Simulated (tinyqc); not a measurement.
Hueckel theory of the pi electrons with the omega technique, for the molecule C=CC=C([CH2+])N (SMILES; centres numbered as the heavy atoms are written), step by step. One step of it, computed by the program tinyqc.

Problem. Energy, charges, bond orders. E = sum n x; q_r = z_r - P_rr; bond order p = P_rs; free valence = sqrt(3) - sum of p over the bonds of the atom.

final x values: 2.145693  1.492062  0.853495  0.156468  -0.969512  -1.688206

occupations: 2.000000  2.000000  2.000000  0.000000  0.000000  0.000000

final P, lower triangle:
```
           1C         2C         3C        4C         5C        6N
1C   0.728409
2C   0.785951   0.946213
3C   0.320513   0.581711   0.723624
4C  -0.205160   0.020234   0.555737  0.923024
5C  -0.394456  -0.196412   0.393380  0.742294   0.765376
6N   0.090027  -0.044877  -0.137508  0.302869  -0.212202  1.913353
```

Centres:
```
centre  z_r, pi electrons of the neutral centre         h
1C                                            1  0.000000
2C                                            1  0.000000
3C                                            1  0.000000
4C                                            1  0.000000
5C                                            1  0.000000
6N                                            2  1.390000
```

Bonds:
```
i  j         k
1  2         1
2  3         1
3  4         1
4  5         1
4  6  0.780000
```

Give: pi energy = 6 alpha + this times beta; pi charges; Bond orders and lengths from R = 1.517 - 0.180 p; free valence of the carbons; gap between the highest filled and the next level.

Solution.

pi energy = 6 alpha + this times beta = 8.9825

pi charges: 1C 0.2716, 2C 0.0538, 3C 0.2764, 4C 0.0770, 5C 0.2346, 6N 0.0866

Bond orders and lengths from R = 1.517 - 0.180 p (angstrom, C-C alone):
```
bond       p       R
1-2   0.7860  1.3755
2-3   0.5817  1.4123
3-4   0.5557  1.4170
4-5   0.7423  1.3834
4-6   0.3029       -
```

free valence of the carbons: 1C 0.9461, 2C 0.3644, 3C 0.5946, 4C 0.1311, 5C 0.9898

gap between the highest filled and the next level = 0.6970 |beta|
